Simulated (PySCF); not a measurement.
Computed with core-valence-separated Tamm–Dancoff BHandHLYP/aug-pcX-1 (pcseg-1 on H) in PySCF, non-relativistic, gas phase, PBE0-D3(BJ)/def2-SVP geometry. No empirical shift is added; at this level the pattern usually sits a few eV under experiment.

Main lines of an unknown, eV (oscillator strength): C K: 283.1 (0.065), 283.2 (0.056), 283.3 (0.061), 283.3 (0.062), 285.3 (0.009); N K: 399.2 (0.013), 400.2 (0.033), 400.7 (0.017), 401.2 (0.005), 401.3 (0.005). Listed: the first five lines at most of each edge with a tenth or more of its strongest line's intensity; roots within 0.03 eV on the same or equivalent atoms are summed. Only the lowest roots were sought, and the top ones are left out.

Question: Which candidate gives them?
A. `C(=C)CN=C`
B. `C=C=CCN`
C. `[H]/N=C\CC=C`

Answer: B. 

- `C=C=CCN`: C K: 283.1 (0.065), 283.2 (0.056), 283.3 (0.061), 283.3 (0.062), 285.3 (0.009); N K: 399.2 (0.013), 400.2 (0.033), 400.7 (0.017), 401.2 (0.005), 401.3 (0.005). First C line listed at 283.1 eV, hole on the central carbon of cumulated double bonds; first N line listed at 399.2 eV, hole on the primary amine nitrogen.
- `C=CCN=C`: C K: 282.6 (0.051), 282.7 (0.071), 282.8 (0.066), 285.7 (0.009), 286.1 (0.017); N K: 396.0 (0.063), 401.3 (0.008). First C line listed at 282.6 eV, hole on the terminal =CH2 carbon (1s→π*); first N line listed at 396.0 eV, hole on the imine nitrogen.
- `[H]/N=C\CC=C`: C K: 282.5 (0.058), 282.7 (0.063), 283.0 (0.071), 285.8 (0.010), 286.1 (0.019); N K: 396.1 (0.059), 399.7 (0.021), 402.2 (0.008). First C line listed at 282.5 eV, hole on the terminal =CH2 carbon (1s→π*); first N line listed at 396.1 eV, hole on the imine nitrogen.

One conformer each; other structures than these candidates weren't tested.

The values belong to the conformer `[CH2:1]=[C:2]=[CH:3][CH2:4][NH2:5]`: C2–C3–C4–N5 -115°, H–N5–C4–C3 56°, H–N5–C4–C3 -60°.
